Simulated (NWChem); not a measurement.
**C2H3F3 (1,1,1-trifluoroethane) at PBE0/6-31G(d) (spherical functions), part 1 of 2**

Aim: the vertical ionisation energy of C2H3F3 (1,1,1-trifluoroethane) at PBE0/6-31G* (spherical functions), from 2 runs. 

The calculation is run with NWChem 7.3.0.

8 further runs of the same task are left out: 6 that didn't finish, 2 set aside as unsound or not needed.

## Step 1: The molecule

The species is C2H3F3 (8 atoms), meant as a singlet with charge 0. SMILES: `CC(F)(F)F`. The coordinates come from a PBE0-D4/def2-TZVP relaxation.

Bond lengths: C1–C2 1.497 Å, C2–F3 1.341 Å, C2–F4 1.341 Å, C2–F5 1.341 Å, C1–H6 1.089 Å, C1–H7 1.089 Å, C1–H8 1.089 Å. Some angles: C1–C2–F3 111.8°, C1–C2–F4 111.8°, C1–C2–F5 111.8°, F3–C2–F4 107.1°, F3–C2–F5 107.1°, F4–C2–F5 107.1°, C2–C1–H6 109.3°, C2–C1–H7 109.3°, C2–C1–H8 109.3°, H6–C1–H7 109.7°.

## Step 2: The energy at PBE0/6-31G(d) (spherical functions)

The input, c2h3f3.xyz:

```xyz
8
C2H3F3 PBE0
C     -0.615400    -0.141500     0.471500
C      0.557600     0.109900    -0.423700
F      1.692800    -0.382000     0.093900
F      0.395200    -0.458200    -1.627700
F      0.754200     1.420300    -0.629900
H     -0.441600     0.335800     1.434900
H     -0.738000    -1.214600     0.611200
H     -1.512600     0.273100     0.014000
```

The input, c2h3f3.nw:

```
start c2h3f3
title "C2H3F3 PBE0"
memory total 2200 mb
geometry units angstroms noautosym nocenter noautoz
load format xyz c2h3f3.xyz
end
basis "ao basis" spherical bse
C library 6-31G*
F library 6-31G*
H library 6-31G*
end
dft
xc pbe0
grid xfine
convergence energy 1e-08
maxiter 100
mulliken
print low
end
task dft energy
```

Started as:

```console
$ nwchem c2h3f3.nw > c2h3f3.out
```

What it wrote:

```text
Northwest Computational Chemistry Package (NWChem) 7.3.0
             --------------------------------------------------------

           Job information
           ---------------

    nwchem branch   = 7.3.0
    use scalapack   = T
    input           = c2h3f3.nw
    prefix          = c2h3f3.
    data base       = ./c2h3f3.db
    status          = startup
    nproc           =        1

           Memory information
           ------------------

    heap     =     72089596 doubles =      550.0 Mbytes
    stack    =     72089601 doubles =      550.0 Mbytes
    global   =    144179200 doubles =     1100.0 Mbytes (distinct from heap & stack)
    total    =    288358397 doubles =     2200.0 Mbytes
    verify   = yes
    hardfail = no

           Directory information
           ---------------------

  0 permanent = .
  0 scratch   = .

                                NWChem Input Module
                                -------------------

                                    C2H3F3 PBE0
                                    -----------

 Scaling coordinates for geometry "geometry" by  1.889725989
 (inverse scale =  0.529177249)

                             Geometry "geometry" -> ""
                             -------------------------

 Output coordinates in angstroms (scale by  1.889725989 to convert to a.u.)

  No.       Tag          Charge          X              Y              Z
 ---- ---------------- ---------- -------------- -------------- --------------
    1 C                    6.0000    -0.61540000    -0.14150000     0.47150000
    2 C                    6.0000     0.55760000     0.10990000    -0.42370000
    3 F                    9.0000     1.69280000    -0.38200000     0.09390000
    4 F                    9.0000     0.39520000    -0.45820000    -1.62770000
    5 F                    9.0000     0.75420000     1.42030000    -0.62990000
    6 H                    1.0000    -0.44160000     0.33580000     1.43490000
    7 H                    1.0000    -0.73800000    -1.21460000     0.61120000
    8 H                    1.0000    -1.51260000     0.27310000     0.01400000

      Atomic Mass
      -----------

      C                 12.000000
      F                 18.998400
      H                  1.007825

 Effective nuclear repulsion energy (a.u.)     202.1164076277

            Nuclear Dipole moment (a.u.)
            ----------------------------
        X                 Y               Z
 ---------------- ---------------- ----------------
    42.5959355634     8.3631713351   -32.3642031708

            XYZ format geometry
            -------------------
     8
 geometry
 C                    -0.61540000    -0.14150000     0.47150000
 C                     0.55760000     0.10990000    -0.42370000
 F                     1.69280000    -0.38200000     0.09390000
 F                     0.39520000    -0.45820000    -1.62770000
 F                     0.75420000     1.42030000    -0.62990000
 H                    -0.44160000     0.33580000     1.43490000
 H                    -0.73800000    -1.21460000     0.61120000
 H                    -1.51260000     0.27310000     0.01400000

 ==============================================================================
                                internuclear distances
 ------------------------------------------------------------------------------
       center one      |      center two      | atomic units |  angstroms
 ------------------------------------------------------------------------------
    2 C                |   1 C                |     2.82861  |     1.49683
    3 F                |   2 C                |     2.53432  |     1.34110
    4 F                |   2 C                |     2.53444  |     1.34117
    5 F                |   2 C                |     2.53415  |     1.34101
    6 H                |   1 C                |     2.05812  |     1.08911
    7 H                |   1 C                |     2.05806  |     1.08908
    8 H                |   1 C                |     2.05813  |     1.08911
 ------------------------------------------------------------------------------
                         number of included internuclear distances:          7
 ==============================================================================

 ==============================================================================
                                 internuclear angles
 ------------------------------------------------------------------------------
        center 1       |       center 2       |       center 3       |  degrees
 ------------------------------------------------------------------------------
    2 C                |   1 C                |   6 H                |   109.29
    2 C                |   1 C                |   7 H                |   109.29
    2 C                |   1 C                |   8 H                |   109.29
    6 H                |   1 C                |   7 H                |   109.65
    6 H                |   1 C                |   8 H                |   109.65
    7 H                |   1 C                |   8 H                |   109.65
    1 C                |   2 C                |   3 F                |   111.77
    1 C                |   2 C                |   4 F                |   111.77
    1 C                |   2 C                |   5 F                |   111.78
    3 F                |   2 C                |   4 F                |   107.07
    3 F                |   2 C                |   5 F                |   107.08
    4 F                |   2 C                |   5 F                |   107.08
 ------------------------------------------------------------------------------
                            number of included internuclear angles:         12
 ==============================================================================

                      Basis "ao basis" -> "" (spherical)
                      -----
  [basis functions not shown]

 Summary of "ao basis" -> "" (spherical)
 ------------------------------------------------------------------------------
       Tag                 Description            Shells   Functions and Types
 ---------------- ------------------------------  ------  ---------------------
 C                           6-31G*                  6       14   3s2p1d
 F                           6-31G*                  6       14   3s2p1d
 H                           6-31G*                  2        2   2s

                                 NWChem DFT Module
                                 -----------------

                                    C2H3F3 PBE0

  Caching 1-el integrals
   Time after variat. SCF:      0.2

     ---------------------------------------------
      Total Density - Mulliken Population Analysis
     ---------------------------------------------

    Atom       Charge   Shell Charges
 -----------   ------   -------------------------------------------------------
    1 C    6     6.81   2.00  0.73  2.11  0.68  1.27  0.03
    2 C    6     4.39   2.00  0.61  1.20  0.19  0.27  0.13
    3 F    9     9.50   2.00  0.94  3.42  1.01  2.12  0.01
    4 F    9     9.50   2.00  0.94  3.42  1.01  2.12  0.01
    5 F    9     9.50   2.00  0.94  3.42  1.01  2.12  0.01
    6 H    1     0.76   0.46  0.30
    7 H    1     0.76   0.46  0.30
    8 H    1     0.76   0.46  0.30
   Time prior to 1st pass:      0.2

           Memory utilization after 1st SCF pass:
           Heap Space remaining (MW):       33.40            33395180
          Stack Space remaining (MW):       72.09            72088996

   convergence    iter        energy       DeltaE   RMS-Dens  Diis-err    time
 ---------------- ----- ----------------- --------- --------- ---------  ------
 d= 0,ls=0.0,diis     1   -377.0250245506 -5.79D+02  1.71D-02  1.49D+00     3.1
 d= 0,ls=0.0,diis     2   -376.9442819367  8.07D-02  9.03D-03  2.81D+00     5.3
 d= 0,ls=0.0,diis     3   -377.1808985113 -2.37D-01  1.05D-03  1.52D-02     7.5
 d= 0,ls=0.0,diis     4   -377.1818052919 -9.07D-04  4.44D-04  2.99D-03     9.9
 d= 0,ls=0.0,diis     5   -377.1820656421 -2.60D-04  6.59D-05  4.38D-05    12.1
  Resetting Diis
 d= 0,ls=0.0,diis     6   -377.1820709383 -5.30D-06  1.54D-05  2.94D-06    14.0
 d= 0,ls=0.0,diis     7   -377.1820712909 -3.53D-07  5.01D-06  1.11D-07    16.0
 d= 0,ls=0.0,diis     8   -377.1820712946 -3.71D-09  2.30D-06  8.23D-08    18.3

         Total DFT energy =     -377.182071294637
      One electron energy =     -924.059163819543
           Coulomb energy =      387.830924552022
    Exchange-Corr. energy =      -43.070239654792
 Nuclear repulsion energy =      202.116407627676

 Numeric. integr. density =       42.000000003868

     Total iterative time =     18.1s

     ---------------------------------------------
      Total Density - Mulliken Population Analysis
     ---------------------------------------------

    Atom       Charge   Shell Charges
 -----------   ------   -------------------------------------------------------
    1 C    6     6.65   2.00  0.67  2.16  0.70  1.09  0.03
    2 C    6     5.08   2.00  0.71  1.80  0.10  0.31  0.16
    3 F    9     9.30   2.00  0.93  3.30  1.04  2.01  0.02
    4 F    9     9.30   2.00  0.93  3.30  1.04  2.01  0.02
    5 F    9     9.30   2.00  0.93  3.30  1.04  2.01  0.02
    6 H    1     0.79   0.52  0.27
    7 H    1     0.79   0.52  0.27
    8 H    1     0.79   0.52  0.27

     -------------------------------------------
      Total Density - Lowdin Population Analysis
     -------------------------------------------

    Atom       Charge   Shell Charges
 -----------   ------   -------------------------------------------------------
    1 C    6     6.42   1.99  0.56  1.96  0.44  1.41  0.06
    2 C    6     5.76   1.98  0.49  1.59  0.35  0.95  0.39
    3 F    9     9.10   1.99  0.93  3.18  0.81  2.15  0.03
    4 F    9     9.10   1.99  0.93  3.18  0.81  2.15  0.03
    5 F    9     9.10   1.99  0.93  3.18  0.81  2.15  0.03
    6 H    1     0.84   0.49  0.35
    7 H    1     0.84   0.49  0.35
    8 H    1     0.84   0.49  0.35

 Task  times  cpu:       18.3s     wall:       18.3s
 Total times  cpu:       18.3s     wall:       18.3s
```

Run time: 19 s. Hardware: 1 thread of Intel Xeon 6975P-C (Granite Rapids), shared host; peak memory 0.14 GiB.

(Continued in part 2 of 2.)
